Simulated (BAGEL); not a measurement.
# [PHF3]+ (SMILES F[PH+](F)F) at HF/3-21G (density fitting with qzvpp-jkfit)

What is the vertical electron affinity of [PHF3]+ at HF/3-21G (density fitting with qzvpp-jkfit)? 

The results are computed with BAGEL 1.2.2.

1 further run of the same task is left out (set aside as unsound or not needed).

## Step 1: Starting point

The species is [PHF3]+ (5 atoms), meant as a singlet with charge +1. SMILES: `F[PH+](F)F`. The shape is that of a GFN2-xTB optimisation.

Bond lengths: F1–P2 1.523 Å, P2–F3 1.524 Å, P2–F4 1.524 Å, P2–H5 1.373 Å. Angles: F1–P2–F3 103.7°, F1–P2–F4 103.7°, F3–P2–F4 103.7°, F1–P2–H5 114.8°, F3–P2–H5 114.7°, F4–P2–H5 114.8°.

## Step 2: A single-point energy at HF/3-21G (density fitting with qzvpp-jkfit)

File input.json:

```json
{ "bagel": [

{
  "title": "molecule",
  "basis": "3-21g",
  "df_basis": "qzvpp-jkfit",
  "angstrom": true,
  "geometry": [
    { "atom": "F", "xyz": [   -0.656630,   -0.057650,    1.326690 ] },
    { "atom": "P", "xyz": [    0.069480,    0.083300,   -0.005190 ] },
    { "atom": "F", "xyz": [    0.694150,   -1.289710,   -0.222090 ] },
    { "atom": "F", "xyz": [   -1.059590,    0.131070,   -1.027050 ] },
    { "atom": "H", "xyz": [    0.952580,    1.133000,   -0.072370 ] }
  ]
},
{
  "title": "hf",
  "charge": 1
},
{
  "title": "print",
  "file": "orbitals.molden",
  "orbitals": true
}

]}
```

Launch:

```
$ BAGEL_NUM_THREADS=1 BAGEL input.json > input.out
```

Output:

```text
* using 1 threads per process

  ===============================================================
  ===============================================================

  *** Geometry ***

  { "atom" : "F", "xyz" : [     -1.240851,     -0.108943,      2.507081 ] },
  { "atom" : "P", "xyz" : [      0.131298,      0.157414,     -0.009808 ] },
  { "atom" : "F", "xyz" : [      1.311753,     -2.437199,     -0.419689 ] },
  { "atom" : "F", "xyz" : [     -2.002335,      0.247686,     -1.940843 ] },
  { "atom" : "H", "xyz" : [      1.800115,      2.141060,     -0.136759 ] },

  Number of auxiliary basis functions:      377

  Since a DF basis is specified, we compute 2- and 3-index integrals:
    o Being stored without compression. Storage requirement is 0.005 GB

  Number of basis functions:       42
  Number of electrons      :       43

    * METHOD: MOLECULE                             0.09

  *** RHF ***

  === Nuclear Repulsion ===
   205.9592176132

      * DIIS with orbital gradients will be used.

  === RHF iteration (3-21g) ===
      0       -635.76725051          0.03329437           0.02
      1       -635.92196221          0.01938729           0.02
      2       -635.96824977          0.00149519           0.02
      3       -635.96905543          0.00041533           0.02
      4       -635.96913504          0.00008600           0.02
      5       -635.96913860          0.00001132           0.02
      6       -635.96913865          0.00000208           0.02
      7       -635.96913865          0.00000082           0.02
      8       -635.96913865          0.00000031           0.02
      9       -635.96913865          0.00000010           0.01
     10       -635.96913865          0.00000003           0.02
     11       -635.96913865          0.00000001           0.02
    * SCF iteration converged.

    * Permanent dipole moment:
           (   -1.238952,    -1.476884,     0.093678) a.u.

    * METHOD: HF                                   0.26

    * METHOD: PRINT                                0.01

  ===============================================================
```

Run time: 0.58 s. Hardware: 1 thread of AMD EPYC 7B13 (Zen 3), shared host; peak memory 0.079 GiB.

## Step 3: Doublet neutral PHF3

File job.json:

```json
{ "bagel" : [

{
  "title" : "molecule",
  "basis" : "3-21g",
  "df_basis" : "qzvpp-jkfit",
  "angstrom" : true,
  "geometry" : [
    { "atom" : "F", "xyz" : [      -0.656630,      -0.057650,       1.326690 ] },
    { "atom" : "P", "xyz" : [       0.069480,       0.083300,      -0.005190 ] },
    { "atom" : "F", "xyz" : [       0.694150,      -1.289710,      -0.222090 ] },
    { "atom" : "F", "xyz" : [      -1.059590,       0.131070,      -1.027050 ] },
    { "atom" : "H", "xyz" : [       0.952580,       1.133000,      -0.072370 ] }
  ]
},

{
  "title" : "uhf",
  "nopen" : 1
},

{
  "title" : "print",
  "file" : "orbitals.molden",
  "orbitals" : true
}

]}
```

Launch:

```
$ BAGEL_NUM_THREADS=1 BAGEL job.json > job.out
```

Output:

```text
* using 1 threads per process

  ===============================================================
  ===============================================================

  *** Geometry ***

  { "atom" : "F", "xyz" : [     -1.240851,     -0.108943,      2.507081 ] },
  { "atom" : "P", "xyz" : [      0.131298,      0.157414,     -0.009808 ] },
  { "atom" : "F", "xyz" : [      1.311753,     -2.437199,     -0.419689 ] },
  { "atom" : "F", "xyz" : [     -2.002335,      0.247686,     -1.940843 ] },
  { "atom" : "H", "xyz" : [      1.800115,      2.141060,     -0.136759 ] },

  Number of auxiliary basis functions:      377

  Since a DF basis is specified, we compute 2- and 3-index integrals:
    o Being stored without compression. Storage requirement is 0.005 GB

  Number of basis functions:       42
  Number of electrons      :       43

    * METHOD: MOLECULE                             0.08

  *** Open-shell HF ***

  === Nuclear Repulsion ===
   205.9592176132

      * DIIS with orbital gradients will be used.

  === UHF iteration (3-21g) ===
      0       -635.90373446          0.06518776           0.03
      1       -636.03711525          0.03995953           0.03
      2       -636.07475728          0.02161087           0.03
      3       -636.09090738          0.00144633           0.03
      4       -636.09266499          0.00075982           0.03
      5       -636.09333191          0.00013188           0.03
      6       -636.09336438          0.00007094           0.03
      7       -636.09337575          0.00002709           0.03
      8       -636.09337798          0.00001887           0.03
      9       -636.09337832          0.00001713           0.03
     10       -636.09337899          0.00001758           0.03
     11       -636.09337897          0.00001759           0.03
     12       -636.09337889          0.00001756           0.03
     13       -636.09337889          0.00001757           0.03
     14       -636.09337863          0.00001719           0.03
     15       -636.09337863          0.00001682           0.03
     16       -636.09337918          0.00001774           0.03
     17       -636.09337748          0.00001700           0.03
     18       -636.09337265          0.00001441           0.03
     19       -636.09336649          0.00001233           0.03
     20       -636.09336575          0.00001093           0.03
     21       -636.09336233          0.00000975           0.03
     22       -636.09336233          0.00000431           0.03
     23       -636.09336222          0.00000186           0.03
     24       -636.09336219          0.00000176           0.03
     25       -636.09336218          0.00000050           0.03
     26       -636.09336218          0.00000024           0.03
     27       -636.09336218          0.00000019           0.03
     28       -636.09336218          0.00000014           0.03
     29       -636.09336218          0.00000011           0.03
     30       -636.09336218          0.00000009           0.04
     31       -636.09336218          0.00000009           0.03
     32       -636.09336218          0.00000009           0.03
     33       -636.09336218          0.00000009           0.03
     34       -636.09336218          0.00000009           0.03
     35       -636.09336218          0.00000006           0.04
     36       -636.09336218          0.00000003           0.03
     37       -636.09336218          0.00000002           0.03
     38       -636.09336218          0.00000002           0.04
     39       -636.09336218          0.00000001           0.03
     40       -636.09336218          0.00000001           0.03
     41       -636.09336218          0.00000001           0.03
     42       -636.09336218          0.00000001           0.03
     43       -636.09336218          0.00000001           0.04
     44       -636.09336218          0.00000001           0.04
     45       -636.09336218          0.00000001           0.04
    * SCF iteration converged.

    * S^2 (UHF) is 0.7592

    * Permanent dipole moment:
           (   -0.042810,    -0.146679,    -0.007228) a.u.

    * METHOD: UHF                                  1.59

    * METHOD: PRINT                                0.01

  ===============================================================
```

It took 1.9 s on 1 thread of AMD EPYC 7B13 (Zen 3), shared host; peak memory 0.079 GiB.

## Step 4: Results

At HF/3-21G (density fitting with qzvpp-jkfit):

| quantity | value |
| --- | --- |
| singlet [PHF3]+: total energy | -635.96914 Eh |
| singlet [PHF3]+: HOMO energy | -25.04 eV |
| singlet [PHF3]+: LUMO energy | -2.76 eV |
| singlet [PHF3]+: HOMO–LUMO gap | 22.28 eV |
| doublet neutral PHF3: total energy | -636.09336 Eh |
| doublet neutral PHF3: dipole moment | 0.39 D |
| doublet neutral PHF3: ⟨S²⟩ | 0.759 |
| vertical electron affinity (to the doublet neutral) | 3.380 eV |

In words: At fixed nuclei the extra electron is bound by 3.38 eV (326 kJ/mol).
